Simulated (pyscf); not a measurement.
Li–N(CH₃)–CH₃ + NH₃ → Li–NH₂ + H₃C–NH–CH₃ (four-centre exchange; singlet surface; Li–N, H–N broken, Li–N, H–N formed). Optimised with ωB97X-D3(BJ)/def2-SVP in PySCF. Energies in kcal/mol from the separated reactants.

```csv
level,barrier,reaction energy
ωB97X-D3(BJ)/def2-TZVP,[?],-1.9
PBE/def2-TZVP,-16.1,-1.1
r²SCAN/def2-TZVP,-16.2,-1.5
M06-2X/def2-TZVP,[?],[?]
ωB97M-D3(BJ)/def2-TZVP,-14.2,-2.3
HF/def2-TZVP,-3.5,-4.0
```

**Question.** Some entries are withheld; supply them.

**Answer.** 
- ωB97X-D3(BJ)/def2-TZVP, barrier: -15.3
- M06-2X/def2-TZVP, barrier: -15.2
- M06-2X/def2-TZVP, reaction energy: -2.2

On the reactant side the descent ends in an adduct with a Li–N, H–Li contact, 21.2 kcal/mol under the separated species and 5.9 kcal/mol under the saddle at ωB97X-D3(BJ)/def2-TZVP. On the product side the descent ends in an adduct with a Li–N, H–Li contact, 21.5 kcal/mol under the separated species and 8.0 kcal/mol under the saddle at ωB97X-D3(BJ)/def2-TZVP. At ωB97X-D3(BJ)/def2-TZVP, PBE, r²SCAN, M06-2X, ωB97M-D3(BJ)/def2-TZVP, HF the saddle lies under the separated reactants, which points to a path from their complex (located at ωB97X-D3(BJ) alone). At ωB97X-D3(BJ)/def2-TZVP, PBE, r²SCAN, M06-2X, ωB97M-D3(BJ) the saddle lies under the separated products, which points to a path from their complex (located at ωB97X-D3(BJ) alone). What is counted as formed (Li–N) is already present as a longer contact in the reactant adduct; forming that adduct is a step of its own. What is counted as broken (Li–N) persists as a longer contact in the product adduct; parting that adduct is a step of its own. H₃C–NH–CH₃ lies 7.8 kcal/mol over its isomer H₃C–CH₂–NH₂ (electronic energy, ωB97M-D3(BJ)/def2-TZVP). One saddle was located; it need not be the lowest between these sides.
